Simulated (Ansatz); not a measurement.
We consider graphite, described by B3LYP (VWN-RPA form) (Ansatz, a quantum-chemistry and plane-wave program, plane waves, PAW).

The input as run:

Ansatz 0.2 input:
```yaml
crystal:
  lattice:
    - [1.2279503172, -2.1268723386, 0.0]
    - [1.2279503172, 2.1268723386, 0.0]
    - [0.0, 0.0, 7.0495069388]
  atoms:
    - { symbol: C, position: [0.0, 0.0, 0.25] }
    - { symbol: C, position: [0.0, 0.0, 0.75] }
    - { symbol: C, position: [0.3333333333, 0.6666666667, 0.25] }
    - { symbol: C, position: [0.6666666667, 0.3333333333, 0.75] }
kpoints:
  mp_grid: { grid: [18, 18, 6] }
hamiltonian:
  xc: b3lyp
  pseudopotentials: { kind: paw }
  dispersion: none
scf:
  occupations: { method: fermi_dirac, width: 0.05 }
output:
  forces: true
  stress: true
  eigenvalues: true
basis:
  ecutwfc: 500
  ecutrho_ratio: 4
  xc_grid: 2
magnetization:
  spin_polarized: false
```

### Question
How many irreducible k-points, plane waves at Γ does the program set up, and what pressure does the run end with?

### Answer
148 irreducible k-points, 955 plane waves at Γ; P = 0.68 GPa, so the cell is compressed on average and its volume would grow at this level.

Output (set-up and result lines):

```
WARN output.stress: scf.convergence.dr2_threshold = 1e-7 eV (the SCF's general default) is looser than the 4e-10 eV advised for a printed stress (1e-10 eV for …
WARN output.stress: scf.exx.energy_threshold = 1e-6 eV is looser than the 4e-8 eV advised for a stress under a hybrid functional (1e-8 eV for each atom of the …
Crystal: 4 atoms, lattice volume = 36.822 Å³
Basis set: ecut = 500 eV, 955 PW (Γ), exchange–correlation on 36×36×108 points (8 copies of the dense FFT grid, shifted against one another)
Bands: 12, of which v1, the nominal top of the filled ones, is band 8 counted from 1 (7 counted from 0)
Symmetry: 24 space group operations
Space group: P63/mmc (ITA 194), of the structure as read, at distance tolerance 3.3e-5 Å
k-points: 148 of 1944
Functional: x = 0.1 slater + 0.9 b88, c = 0.19 vwn_rpa + 0.81 lyp, warm-up for x = 0.08 slater + 0.72 b88 + 0.2 exact, c = 0.19 vwn_rpa + 0.81 lyp
SCF iter   1: F=—  HF=-1007.887995 eV  |F-HF|=—  |Δ(HF+E_count)|=         —  Δρ=1.22e-2  dr2=3.95e-2
SCF iter   2: F=—  HF=-1007.876432 eV  |F-HF|=—  |Δ(HF+E_count)|=   1.16e-2  Δρ=6.59e-3  dr2=1.30e-2
  ...
SCF 1 converged in 8 iterations: F = -1007.870788 eV  dr2 = 1.33e-10
Crystal: 4 atoms, lattice volume = 36.822 Å³
Initial density: handed on by an earlier stage of this run
Functional: x = 0.08 slater + 0.72 b88 + 0.2 exact, c = 0.19 vwn_rpa + 0.81 lyp
Crystal: 4 atoms, lattice volume = 36.822 Å³
SCF iter   4: F=—  HF=-1008.535986 eV  |F-HF|=—  |Δ(HF+E_count)|=   1.14e-7  Δρ=6.67e-6  dr2=2.19e-8
SCF iter   5: F=-1008.535986 eV  HF=-1008.535986 eV  |F-HF|=7.82e-11  |Δ(HF+E_count)|=   7.74e-9  Δρ=1.19e-6  dr2=2.74e-9
SCF 3 converged in 5 iterations: F = -1008.535986 eV  dr2 = 2.74e-9
Free energy (F): -1008.535986 eV
Internal energy: -1008.535134 eV  (E = F + TS)
E sigma→0 (E₀):  -1008.535560 eV
Fermi energy:    6.663603 eV
--- Forces (eV/Å), atoms counted from 1 ---
  atom   1  C      0.00000000    -0.00000000     0.00000000
  atom   2  C     -0.00000000     0.00000000     0.00000000
  atom   3  C     -0.00000000     0.00000000     0.00000000
  atom   4  C     -0.00000000    -0.00000000     0.00000000
--- Stress (GPa, compression-positive) ---
       -0.319568      -0.000000       0.000000
        0.000000      -0.319568       0.000000
        0.000000       0.000000       2.666963
  P = ⅓ Tr σ = 0.6759 GPa (6.759 kbar)
```

The PAW data were made under PBE.

Note: exact exchange on metals is sensitive to the k mesh and can open a false gap. Note: the PAW data were made under another functional than the one run. Note: the cell comes from a level without a dispersion term, which matters for the spacing of layers, chains or molecules. Note: cell and atoms aren't relaxed at this level (pressure 0.7 GPa).

The result took very roughly 6 core-minutes.
